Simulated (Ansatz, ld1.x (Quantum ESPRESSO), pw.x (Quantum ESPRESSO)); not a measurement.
# tungsten: one change to the TM potential, in the atom and in the sc crystal

| Quantity | Value |
| --- | --- |
| Element | W |
| Generator | ld1.x (Quantum ESPRESSO) 7.5 |
| Type | norm-conserving Troullier–Martins (Kleinman–Bylander form) |
| Functional | LDA (PW92) |
| Relativity | scalar-relativistic |
| Frozen core | [Xe] 4f14 |
| Valence charge | 6 |
| Reference configuration | 5d4 6s1.5 6p0.5 |
| Partial waves | 6p (bound): rc 2.65 bohr; 5d (bound): rc 1.70 bohr; 6s (bound): rc 1.95 bohr |
| Local potential | the s channel |
| Core correction | a·sin(br)/r model core inside 1.00 bohr |

Change: wave 6p (bound): rc 2.65 bohr becomes 6p (bound): rc 3.34 bohr.

Cutoffs, loose and tight: the cutoffs (Ry, on a coarse ladder) from which the occupation-weighted sum of valence levels, in a spherical-Bessel basis at the reference potential, stays within 10 and 1 mRy of its value at 400 Ry. They do not see the model core or the augmentation charge, which bear on the density cutoff. Test errors are all-electron minus pseudo excitation energies from the reference, over the configurations 5d4 6s2 6p0; 5d4 6s1 6p0; 5d4 6s0 6p0; 5d5 6s0 6p0; 5d4 6s1.5 6p0; 5d4 6s0 6p2; 5d2 6s0 6p0 (two spin-polarised tests are not counted in the largest error); variants that change the core or the reference have their own tests.

Crystal test: sc W in pw.x 7.5, no spin, 13³ k-points, Fermi–Dirac smearing 0.01 Ry, cutoffs set for each file from its atomic test. The reference is all-electron LAPW (Ansatz 0.2.0) with the same functional, mesh and smearing; V0 and B0 come from Birch–Murnaghan fits to the pressures at five volumes. Errors are pseudo minus all-electron; Δ is the rms difference of the E(V) curves that follow from these fits, minima aligned, over ±6 % about the mean V0. Mesh and smearing are coarse, so the numbers serve the comparison and aren't converged zero-temperature values; the lattice is a test structure that the element need not adopt.

All-electron: a0 = 2.590 Å (V0 = 17.36 Å³/atom), B0 = 240.5 GPa.

Does the change bring the crystal closer to the all-electron result?

The mean pressure error goes from +3.55 to +2.27 GPa, so the change moves the solid closer to the all-electron pressures.

```csv
quantity,base,changed
outcome (atom),generated,generated
"cutoff, loose (atom)",30 Ry,30 Ry
"cutoff, tight (atom)",55 Ry,55 Ry
bound ghosts (atom),none,none
largest test error (meV) (atom),-750,-732
cutoffs in pw.x (Ry),70/280,70/280
a0 (Å),2.602,2.598
a0 error (%),+0.50,+0.32
B0 error (%),-1.1,-1.5
Δ (meV/atom),13.6,8.7
mean pressure error (GPa),+3.55,+2.27
```

Base: The largest radius (2.65 bohr) exceeds half the bond length (2.45 bohr), so the spheres overlap, which is one possible source of error among others. Changed file: The largest radius (3.34 bohr) exceeds half the bond length (2.45 bohr), so the spheres overlap, which is one possible source of error among others. The logarithmic derivative shows an extra or strongly shifted pseudo pole above the reference energy (s near 1.34 Ry).
